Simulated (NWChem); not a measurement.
# HS (SMILES [SH]) at U-r2SCAN-L/DGauss-DZVP (density fitting with weigend coulomb fitting)

What is the vertical electron affinity of HS at U-r2SCAN-L/DGauss-DZVP (density fitting with weigend coulomb fitting)? 

The results are computed with NWChem 7.3.0.

6 further runs of the same task are left out: 1 that didn't finish, 5 set aside as unsound or not needed.

### 1 The system as given

HS has 2 atoms, charge 0, and is taken as a doublet. SMILES: `[SH]`. Geometry: relaxed at GFN2-xTB.

Bond lengths: S1–H2 1.330 Å.

### 2 Energy and gradient at U-r2SCAN-L/DGauss-DZVP (density fitting with weigend coulomb fitting)

m1.nw reads:

```
START m1
memory stack 880 mb heap 220 mb global 1100 mb

GEOMETRY units angstroms noautoz
 S        0.568010      -0.185670       0.292090
 H       -0.568010       0.185670      -0.292090
END

BASIS spherical
 S library "dzvp (dft orbital)"
 H library "dzvp (dft orbital)"
END

BASIS "cd basis" spherical
 S library "weigend coulomb fitting"
 H library "weigend coulomb fitting"
END

DFT
 xc r2scanl
 mult 2
 grid fine
 maxiter 200
 print medium
END

TASK dft gradient
```

Command:

```bash
$ nwchem m1.nw > m1.out
```

Standard output:

```text
Northwest Computational Chemistry Package (NWChem) 7.3.0
             --------------------------------------------------------

           Job information
           ---------------

    nwchem branch   = 7.3.0
    use scalapack   = T
    input           = m1.nw
    prefix          = m1.
    data base       = ./m1.db
    status          = startup
    nproc           =        1

           Memory information
           ------------------

    heap     =     28835840 doubles =      220.0 Mbytes
    stack    =    115343357 doubles =      880.0 Mbytes
    global   =    144179200 doubles =     1100.0 Mbytes (distinct from heap & stack)
    total    =    288358397 doubles =     2200.0 Mbytes
    verify   = yes
    hardfail = no

           Directory information
           ---------------------

  0 permanent = .
  0 scratch   = .

                                NWChem Input Module
                                -------------------

 Scaling coordinates for geometry "geometry" by  1.889725989
 (inverse scale =  0.529177249)

 ORDER OF PRIMARY AXIS IS BEING SET TO 4
 C4V symmetry detected

                             Geometry "geometry" -> ""
                             -------------------------

 Output coordinates in angstroms (scale by  1.889725989 to convert to a.u.)

  No.       Tag          Charge          X              Y              Z
 ---- ---------------- ---------- -------------- -------------- --------------
    1 S                   16.0000     0.00000000     0.00000000     0.07825301
    2 H                    1.0000     0.00000000     0.00000000    -1.25204813

      Atomic Mass
      -----------

      S                 31.972070
      H                  1.007825

 Effective nuclear repulsion energy (a.u.)       6.3646010400

            Nuclear Dipole moment (a.u.)
            ----------------------------
        X                 Y               Z
 ---------------- ---------------- ----------------
     0.0000000000     0.0000000000     0.0000000000

      Symmetry information
      --------------------

 Group name             C4v
 Group number             18
 Group order               8
 No. of unique centers     2

      Symmetry unique atoms

     1    2

            XYZ format geometry
            -------------------
     2
 geometry
 S                     0.00000000     0.00000000     0.07825301
 H                     0.00000000     0.00000000    -1.25204813

 ==============================================================================
                                internuclear distances
 ------------------------------------------------------------------------------
       center one      |      center two      | atomic units |  angstroms
 ------------------------------------------------------------------------------
    2 H                |   1 S                |     2.51390  |     1.33030
 ------------------------------------------------------------------------------
                         number of included internuclear distances:          1
 ==============================================================================

                      Basis "ao basis" -> "" (spherical)
                      -----
  [basis functions not shown]

 Summary of "ao basis" -> "" (spherical)
 ------------------------------------------------------------------------------
       Tag                 Description            Shells   Functions and Types
 ---------------- ------------------------------  ------  ---------------------
 S                     dzvp (dft orbital)            8       18   4s3p1d
 H                     dzvp (dft orbital)            2        2   2s

                      Basis "cd basis" -> "" (spherical)
                      -----
  [basis functions not shown]

 Summary of "cd basis" -> "" (spherical)
 ------------------------------------------------------------------------------
       Tag                 Description            Shells   Functions and Types
 ---------------- ------------------------------  ------  ---------------------
 S                  weigend coulomb fitting         17       51   8s4p3d1f1g
 H                  weigend coulomb fitting          5       11   3s1p1d

                                 NWChem DFT Module
                                 -----------------

 Summary of "ao basis" -> "ao basis" (spherical)
 ------------------------------------------------------------------------------
       Tag                 Description            Shells   Functions and Types
 ---------------- ------------------------------  ------  ---------------------
 S                     dzvp (dft orbital)            8       18   4s3p1d
 H                     dzvp (dft orbital)            2        2   2s

      Symmetry analysis of basis
      --------------------------

        a1         10
        a2          0
        b1          1
        b2          1
        e           8

  Caching 1-el integrals

[... 17 lines left out ...]
          Convergence on energy requested:  1.00D-06
          Convergence on density requested:  1.00D-05
          Convergence on gradient requested:  5.00D-04
[... 18 lines left out ...]
          Spatial weights used:  Erf1
[... 1 line left out ...]
          Convergence Information
[... 1 line left out ...]
          Convergence aids based upon iterative change in
          total energy or number of iterations.
[... 93 lines left out ...]
 Warning: spatial symmetry breaking:  beta =  2.84D-01
[... 5 lines left out ...]
   convergence    iter        energy       DeltaE   RMS-Dens  Diis-err    time
[... 3 lines left out ...]
 Warning: spatial symmetry breaking:  beta =  2.76D-01
[... 2 lines left out ...]
 Warning: spatial symmetry breaking:  beta =  2.71D-01
[... 2 lines left out ...]
 Warning: spatial symmetry breaking:  beta =  2.69D-01
[... 2 lines left out ...]
 Warning: spatial symmetry breaking:  beta =  2.67D-01
[... 3 lines left out ...]
 Warning: spatial symmetry breaking:  beta =  2.66D-01
[... 2 lines left out ...]
 Warning: spatial symmetry breaking:  beta =  2.66D-01
[... 2 lines left out ...]
 Warning: spatial symmetry breaking:  beta =  2.66D-01
[... 2 lines left out ...]
 Warning: spatial symmetry breaking:  beta =  2.66D-01
[... 2 lines left out ...]
 Warning: spatial symmetry breaking:  beta =  2.66D-01
[... 2 lines left out ...]
 Warning: spatial symmetry breaking:  beta =  2.66D-01
[... 3 lines left out ...]
         Total DFT energy =     -398.854132762031
      One electron energy =     -562.951715533522
           Coulomb energy =      183.856759168802
    Exchange-Corr. energy =      -26.123777437286
 Nuclear repulsion energy =        6.364601039976
[... 16 lines left out ...]
                    DFT Final Alpha Molecular Orbital Analysis
[... 158 lines left out ...]
                     DFT Final Beta Molecular Orbital Analysis
[... 123 lines left out ...]
 Vector   16  Occ=0.000000D+00  E= 6.946869D-01  Symmetry=e
              MO Center=  4.4D-16,  2.8D-16,  9.6D-02, r^2= 7.5D-01
   Bfn.  Coefficient  Atom+Function         Bfn.  Coefficient  Atom+Function
  ----- ------------  ---------------      ----- ------------  ---------------
    17      0.842054  1 S  d  1              15     -0.538741  1 S  d -1
     8     -0.028962  1 S  px

 Vector   17  Occ=0.000000D+00  E= 6.946869D-01  Symmetry=e
              MO Center= -9.2D-17,  5.0D-17,  9.6D-02, r^2= 7.5D-01
   Bfn.  Coefficient  Atom+Function         Bfn.  Coefficient  Atom+Function
  ----- ------------  ---------------      ----- ------------  ---------------
    15      0.842054  1 S  d -1              17      0.538741  1 S  d  1
     9      0.028963  1 S  py

 Vector   18  Occ=0.000000D+00  E= 7.293604D-01  Symmetry=b1
              MO Center=  9.0D-17,  1.5D-16,  7.8D-02, r^2= 7.5D-01
   Bfn.  Coefficient  Atom+Function         Bfn.  Coefficient  Atom+Function
  ----- ------------  ---------------      ----- ------------  ---------------
    18      1.000000  1 S  d  2

 Vector   19  Occ=0.000000D+00  E= 7.293691D-01  Symmetry=b2
              MO Center=  1.8D-16, -1.8D-17,  7.8D-02, r^2= 7.5D-01
   Bfn.  Coefficient  Atom+Function         Bfn.  Coefficient  Atom+Function
  ----- ------------  ---------------      ----- ------------  ---------------
    14      1.000000  1 S  d -2

 Vector   20  Occ=0.000000D+00  E= 1.060774D+00  Symmetry=a1
              MO Center=  4.6D-17,  3.6D-17, -5.7D-01, r^2= 1.2D+00
   Bfn.  Coefficient  Atom+Function         Bfn.  Coefficient  Atom+Function
  ----- ------------  ---------------      ----- ------------  ---------------
    19      1.116994  2 H  s                 16     -0.877058  1 S  d  0
    20     -0.729004  2 H  s                 10      0.256761  1 S  pz
     7     -0.078451  1 S  pz                13     -0.042230  1 S  pz
     2      0.036604  1 S  s                  3     -0.035726  1 S  s
     4      0.028937  1 S  s

   alpha - beta orbital overlaps
   -----------------------------

   alpha      1      2      3      4      5      6      7      8      9     10
    beta      1      2      5      4      3      6      7      8      9     10
 overlap   1.000  1.000  0.987  0.987  1.000  0.999  0.999  0.893  0.893  1.000

   alpha     11     12     13     14     15     16     17     18     19     20
    beta     11     13     12     14     15     17     16     19     18     20
 overlap   0.999  0.894  0.894  0.999  0.998  0.990  0.990  1.000  1.000  0.999

     --------------------------
     Expectation value of S2:
     --------------------------
      <S2> =      0.7518 (Exact =     0.7500)

 center of mass
 --------------
 x =   0.00000000 y =   0.00000000 z =   0.07105491

 moments of inertia (a.u.)
 ------------------
           6.174534309641           0.000000000000           0.000000000000
           0.000000000000           6.174534309641           0.000000000000
           0.000000000000           0.000000000000           0.000000000000

     Multipole analysis of the density
     ---------------------------------

     L   x y z        total         alpha         beta         nuclear
     -   - - -        -----         -----         ----         -------
     0   0 0 0     -0.000000     -9.000000     -8.000000     17.000000

     1   1 0 0     -0.000000     -0.000000     -0.000000      0.000000
[... 8 lines of this table left out ...]
     2   0 0 2     -8.877400     -7.808604     -7.016764      5.947968

            General Information
            -------------------
          SCF calculation type: DFT
          Wavefunction type:  spin polarized.
          No. of atoms     :     2
          No. of electrons :    17
           Alpha electrons :     9
            Beta electrons :     8
          Charge           :     0
          Spin multiplicity:     2
          Use of symmetry is: on ; symmetry adaption is: on
          Maximum number of iterations: 200
          AO basis - number of functions:    20
                     number of shells:    10
          A Charge density fitting basis will be used.
          CD basis - number of functions:    62
                     number of shells:    22
          Convergence on energy requested:  1.00D-06
          Convergence on density requested:  1.00D-05
          Convergence on gradient requested:  5.00D-04

              XC Information
              --------------
                    r^2SCAN-L Method XC Functional
             r^2SCAN-L metaGGA Exchange Functional  1.000
                   r^2SCAN-L Correlation Potential  1.000

             Grid Information
             ----------------
          Grid used for XC integration:  fine
          Radial quadrature: Mura-Knowles
          Angular quadrature: Lebedev.
          Tag              B.-S. Rad. Rad. Pts. Rad. Cut. Ang. Pts.
          ---              ---------- --------- --------- ---------
          S                   1.00      123           7.0       770
          H                   0.35       60           7.0       590
          Grid pruning is: on
          Number of quadrature shells:   183
          Spatial weights used:  Erf1

          Convergence Information
          -----------------------
          Convergence aids based upon iterative change in
          total energy or number of iterations.
          Levelshifting, if invoked, occurs when the
          HOMO/LUMO gap drops below (HL_TOL):  1.00D-02
          DIIS, if invoked, will attempt to extrapolate
          using up to (NFOCK): 10 stored Fock matrices.

                    Damping( 0%)  Levelshifting(0.5)       DIIS
                  --------------- ------------------- ---------------
          dE  on:    start            ASAP                start
          dE off:    2 iters        200 iters           200 iters

      Screening Tolerance Information
      -------------------------------
          Density screening/tol_rho:  1.00D-10
          AO Gaussian exp screening on grid/accAOfunc:  14
          CD Gaussian exp screening on grid/accCDfunc:  20
          XC Gaussian exp screening on grid/accXCfunc:  20
          Schwarz screening/accCoul:  1.00D-08

  int_init: cando_txs set to always be  F
  intd_init: cando_txs set to always be  F

                            NWChem DFT Gradient Module
                            --------------------------

  charge          =   0.00
  wavefunction    = open shell

  Using symmetry

                         DFT ENERGY GRADIENTS

    atom               coordinates                        gradient
                 x          y          z           x          y          z
   1 S       0.000000   0.000000   0.147877    0.000000   0.000000  -0.004526
   2 H       0.000000   0.000000  -2.366028    0.000000   0.000000   0.004526

                 ----------------------------------------
                 |  Time  |  1-e(secs)   |  2-e(secs)   |
                 ----------------------------------------
                 |  CPU   |       0.00   |       0.00   |
                 ----------------------------------------
                 |  WALL  |       0.00   |       0.00   |
                 ----------------------------------------

 Task  times  cpu:        0.6s     wall:        0.6s
 Total times  cpu:        0.7s     wall:        0.7s
```

Run time: 1.2 s. Hardware: 1 thread of AMD EPYC 7B13 (Zen 3), shared host; peak memory 0.11 GiB.

(Part 1 of 2 ends here.)
